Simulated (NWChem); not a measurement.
**Atomisation of HN**

```
N
H 1 1.0508
```
Charge 0, spin multiplicity 3.

All runs are NWChem calculations. The geometry was optimised at UB3LYP/def2-SVP, a minimum by its harmonic frequencies.

Basis set: def2-TZVP. The atomisation energy is electronic alone: no zero-point, thermal, spin-orbit or counterpoise terms. No value is extrapolated to the basis-set limit. Free atoms are single determinants with multiplicities N 4, H 2. Correlated methods freeze the same cores in atoms and molecule, 1 orbitals in all.

The correlated methods keep 1 core orbital frozen. B3LYP has NWChem's definition, with VWN1-RPA local correlation. This spin state was chosen for the runs; another may lie lower. The structure started from a generated list of species. The unpaired electrons of the parent sit in orbitals of symmetry b1 and b2 (C2v labels of the run); other states weren't searched. No SCF solution was tested for a lower state. Open-shell Hartree-Fock references start from PBE0 orbitals. Coupled-cluster values serve here as a point of comparison, not as the truth.

Problem. One of these methods gave an atomisation energy of 84.3 kcal/mol. Which?
A) HF
B) PBE0
C) CCSD(T)
D) MP2

Solution. B, PBE0. The others give 50.1 (HF), 77.3 (CCSD(T)), 74.2 (MP2).
